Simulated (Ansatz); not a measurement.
A run on C$_{3}$H$_{9}$OP, SMILES `CP(C)(C)=O` with other settings.

```yaml
crystal:
  periodic: [false, false, false]
  atoms:
    - {symbol: C, position_ang: [-1.560186, 0.537903, 0.164438]}
    - {symbol: P, position_ang: [0.175805, 0.472417, -0.335207]}
    - {symbol: C, position_ang: [1.094996, 0.292275, 1.210828]}
    - {symbol: C, position_ang: [0.356821, -1.121392, -1.168630]}
    - {symbol: O, position_ang: [0.605444, 1.626970, -1.154434]}
    - {symbol: H, position_ang: [-1.726260, 1.450162, 0.740141]}
    - {symbol: H, position_ang: [-1.846665, -0.327282, 0.765603]}
    - {symbol: H, position_ang: [-2.182448, 0.578832, -0.731298]}
    - {symbol: H, position_ang: [0.971691, 1.201999, 1.801106]}
    - {symbol: H, position_ang: [2.154841, 0.174642, 0.978191]}
    - {symbol: H, position_ang: [0.754184, -0.566366, 1.792722]}
    - {symbol: H, position_ang: [0.032993, -1.952413, -0.538903]}
    - {symbol: H, position_ang: [1.405018, -1.259257, -1.439750]}
    - {symbol: H, position_ang: [-0.236226, -1.108503, -2.084797]}
basis:
  gaussian: {orbitals: cc-pVTZ, fitting: {mean_field: cc-pVTZ-jkfit}}
hamiltonian: {xc: {name: r2SCANh}}
scf: {lower_state_search: light}
output: {forces: true}
```

```sh
$ ansatz run in.yaml --threads 4 --pin off --events-out ev --progress --plain --max-ram 10444MiB
```

Shortened log:

```
Functional definition: r2SCANh
707 factors; integrals over basis functions are off by at most 7.0e-1 eV
mean field evaluation 1: about -14578.6828 eV, gradient 8.7e1 eV
mean field evaluation 2: about -14565.9217 eV, gradient 1.2e2 eV
mean field evaluation 4: about -14593.6040 eV, gradient 3.4e0 eV
mean field evaluation 8: about -14593.6390 eV, gradient 1.8e-1 eV
mean field evaluation 16: about -14593.6390 eV, gradient 4.6e-5 eV
mean field -14593.63901832 eV, -536.3063419994 hartree, gradient 4.6e-5 eV, S^2 0.000000; 0 other end points of the search recorded, 0 dependent functions left out
reference -14593.63902901 eV, -536.3063423925 hartree; 25, 25 occupied and 255, 255 virtual orbitals, 707 factors
Total energy: -14593.63902901 eV, -536.3063423925 hartree
Atom 0 at    -1.560186     0.537903     0.164438 Å, force    -0.201034     0.000596     0.062066 eV/Å
Atom 1 at     0.175805     0.472417    -0.335207 Å, force    -0.086540    -0.232757     0.165104 eV/Å
Atom 2 at     1.094996     0.292275     1.210828 Å, force     0.102358    -0.027605     0.181742 eV/Å
Atom 3 at     0.356821    -1.121392    -1.168630 Å, force     0.017973    -0.189190    -0.090324 eV/Å
Atom 4 at     0.605444     1.626970    -1.154434 Å, force     0.149985     0.402599    -0.285685 eV/Å
Atom 5 at    -1.726260     1.450162     0.740141 Å, force     0.008495    -0.075922    -0.045673 eV/Å
Atom 6 at    -1.846665    -0.327282     0.765603 Å, force     0.012217     0.070001    -0.045078 eV/Å
Atom 7 at    -2.182448     0.578832    -0.731298 Å, force     0.046122    -0.004145     0.076000 eV/Å
Atom 8 at     0.971691     1.201999     1.801106 Å, force     0.012336    -0.076504    -0.043705 eV/Å
Atom 9 at     2.154841     0.174642     0.978191 Å, force    -0.085177     0.008570     0.024089 eV/Å
Atom 10 at     0.754184    -0.566366     1.792722 Å, force     0.033292     0.067818    -0.037159 eV/Å
Atom 11 at     0.032993    -1.952413    -0.538903 Å, force     0.027109     0.056812    -0.055892 eV/Å
Atom 12 at     1.405018    -1.259257    -1.439750 Å, force    -0.086331     0.006038     0.020645 eV/Å
Atom 13 at    -0.236226    -1.108503    -2.084797 Å, force     0.049194    -0.006310     0.073871 eV/Å
Dipole moment:    -0.256551    -0.689412     0.489182 e Å
```

Run time 6 s (4 threads of an Arm Neoverse V1 on a shared host); peak host memory 0.56 GiB.
